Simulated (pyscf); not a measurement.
Elementary routes open to Cl–SiH•–Cl + H₂O in the gas phase (doublet surface):
A. HO–Si•(Cl)–Cl + H₂ (H–Si, H–O broken; O–Si, H–H formed)
B. HO–SiH(Cl)–Cl + H• (H–O broken; O–Si formed)

Structures and frequencies: ωB97X-D3(BJ)/def2-SVP in PySCF.

Problem. Rank the routes by free-energy barrier at 1200 K, lowest first, for ωB97M-D3(BJ)/def2-TZVP energies (ideal gas, 1 atm, RRHO with modes under 100 cm⁻¹ raised to 100, one conformer, R ln 2 for rigid chiral ones).

Solution. B (54.8 kcal/mol), A (62.6 kcal/mol)

Route B is the fastest of these, ahead of the next by 7.8 kcal/mol. The most stable products are those of A (ΔG = -17.5 kcal/mol), whose barrier is 7.8 kcal/mol higher: the kinetic and the thermodynamic product differ. At 298 K B is still the fastest. B: On the reactant side the descent ends in a complex (not fully relaxed), 5.1 kcal/mol under the separated species and 28.2 kcal/mol under the saddle at ωB97X-D3(BJ)/def2-TZVP. Only these routes are compared; each barrier is that of the saddle found, and lower ones may exist.
